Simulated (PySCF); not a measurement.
## Shapes and spin states of PO₂⁺

All numbers come from PySCF, BP86, basis P def2-TZVP, O def2-TZVP (no relativity, density fitting).

Relaxations began from a few typed shapes and spin states; open shells are unrestricted. The search is not exhaustive: other isomers or separated fragments can lie lower, and high-lying points may rest on an excited occupation.

| spin | group | bonds | angles | imaginary modes (cm⁻¹) | ΔE (kJ/mol) | ΔE with ZPE (kJ/mol) |
| --- | --- | --- | --- | --- | --- | --- |
| singlet | D∞h | P–O 1.454 Å (×2) | O–P–O 180.0° | none | 0.0 | 0.0 |
| triplet | Cs | O–O 1.320 Å, P–O 1.616 Å | O–O–P 129.4° | none | 383.1 | 376.2 |

The lowest minimum found is the singlet D∞h: P–O 1.454 Å (×2); O–P–O 180.0°.

Counting electrons, phosphorus keeps none of its valence electrons outside its bonds, so the VSEPR class is AX2 and the expected shape is linear (D∞h), as computed.
